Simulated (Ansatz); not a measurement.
An input meant for the cluster MgCl₂⁺ (charge 1, doublet; atoms displaced at random, 0.15 Å in each coordinate).

```yaml
crystal:
  periodic: [false, false, false]
  atoms:
    - {symbol: Mg, position_ang: [-1.076433, 0.469752, -0.327869]}
    - {symbol: Cl, position_ang: [0.087229, -1.845615, -0.119050]}
    - {symbol: Cl, position_ang: [1.322666, 1.151935, -0.017851]}
basis:
  gaussian: {orbitals: pcseg-2}
total_charge: 1
magnetization: {spin_polarized: true, initial_magnetization: 1}
hamiltonian: {xc: {name: PBE1PBE}, dispersion: d3bjatm}
```

```sh
$ ansatz run in.yaml --threads 4 --pin off --events-out ev --progress --plain --max-ram 3916MiB
```

Problem. Predict how Ansatz answers.

Solution. The program refused the input. The method's name isn't one that the program takes here.
```
Error: YAML parse error: error: line 11 column 19: hamiltonian.xc: no functional is named "PBE1PBE"; the names, which are not case-sensitive, are SVWN5, SPW92, PBE, PBE0, PBEsol, revPBE, revPBE0, RPBE, rPW86-PBE, HSE06, wPBEh, LC-wPBE, HISS, HF, BLYP, B3LYP, B3LYP5, BHLYP, CAM-B3LYP, r2SCAN, r2SCANh, r2SCAN0, r2SCAN50, m-r2SCAN, B97, wB97, wB97X, wB97X-V, B97M-V, wB97M-V, B2PLYP, B2GP-PLYP, PBE0-DH, PBE-QIDH
 9 | total_charge: 1
10 | magnetization: {spin_polarized: true, initial_magnetization: 1}
11 | hamiltonian: {xc: {name: PBE1PBE}, dispersion: d3bjatm}
```
